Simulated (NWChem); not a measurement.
System: hydrogen sulfide (H2S); SMILES S

```xyz
3

S      0.0000     0.0000     0.1040
H      0.9715     0.0000    -0.8320
H     -0.9715     0.0000    -0.8320
```
Atoms are numbered in this order, from 1.

All runs use the structure optimised with PBE0/def2-SVP.

Symmetry labels are those of C2v in the frame above (b1 and b2, or b-type labels, depend on it). States above −ε(HOMO) = 7.3 eV lie in this functional's continuum and hang on the basis.

Q: List the 4 lowest vertical singlet excitations from B3LYP/def2-SVPD, TDA (NWChem).

A: 
```
state  energy (eV)  oscillator strength  symmetry  leading excitation (squared amplitude)
-----  -----------  -------------------  --------  --------------------------------------
S1            5.98                0.065        b2                      HOMO → LUMO (1.00)
S2            6.05                0.000        a2                    HOMO → LUMO+1 (1.00)
S3            7.61                0.000        a2                    HOMO → LUMO+2 (1.00)
S4            7.89                0.004        b2                    HOMO → LUMO+3 (0.99)
```
